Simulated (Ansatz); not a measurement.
Geometry optimisation, RKS revPBE/6-31G* in Ansatz.

Input file:

```yaml
crystal:
  periodic: [false, false, false]
  atoms:
    - { symbol: C, position_ang: [-0.5269, -0.5424, 1.3067] }
    - { symbol: C, position_ang: [0.3067, 0.2197, 0.3] }
    - { symbol: C, position_ang: [0.8186, -0.6077, -0.8815] }
    - { symbol: O, position_ang: [0.4236, 0.3592, -1.8346] }
    - { symbol: C, position_ang: [-0.3954, 1.0219, -0.8114] }
    - { symbol: H, position_ang: [0.0142, -1.1729, 1.9041] }
    - { symbol: H, position_ang: [-1.0309, 0.22, 1.9727] }
    - { symbol: H, position_ang: [-1.3228, -1.057, 0.7891] }
    - { symbol: H, position_ang: [1.1009, 0.8163, 0.8456] }
    - { symbol: H, position_ang: [1.9428, -0.6949, -0.8884] }
    - { symbol: H, position_ang: [0.385, -1.5923, -0.9962] }
    - { symbol: H, position_ang: [-0.1742, 2.1114, -0.7687] }
    - { symbol: H, position_ang: [-1.5213, 0.8839, -0.9226] }
basis:
  gaussian: { orbitals: "6-31G*" }
hamiltonian:
  xc: revpbe
relax:
  f_tol: 0.02
  max_steps: 50
```

Run as:

```bash
$ ansatz run input.yaml --threads 2 --pin off --max-ram 3072MiB --backend cpu --events-out ev --progress --plain --runs-dir out
```

**Question.** Where does it end, and by what steps?

**Answer.** It converged. After 4 steps the energy has fallen by 0.367 eV; H8 moved furthest, 0.07 Å.

```
step  energy less start (eV)  largest force component (eV/Å)  accepted
   0                  0.0000                           3.403       yes
   1                 -0.3345                           0.921       yes
   2                 -0.3657                           0.155       yes
   3                 -0.3665                           0.077       yes
   4                 -0.3671                           0.011       yes
```

```xyz
13
Properties=species:S:1:pos:R:3
C -0.580 -0.506 1.328
C 0.305 0.213 0.307
C 0.882 -0.598 -0.886
O 0.365 0.360 -1.857
C -0.375 1.054 -0.809
H 0.011 -1.201 1.951
H -1.071 0.214 2.007
H -1.372 -1.092 0.827
H 1.093 0.789 0.823
H 1.983 -0.695 -0.948
H 0.426 -1.603 -1.014
H -0.176 2.143 -0.815
H -1.469 0.888 -0.898
```

Whether the end is a true minimum wasn't checked by a vibrational analysis.

The run took 9.4 s on 2 threads of Arm Neoverse V2, with other jobs on the host, peak memory 0.18 GiB.
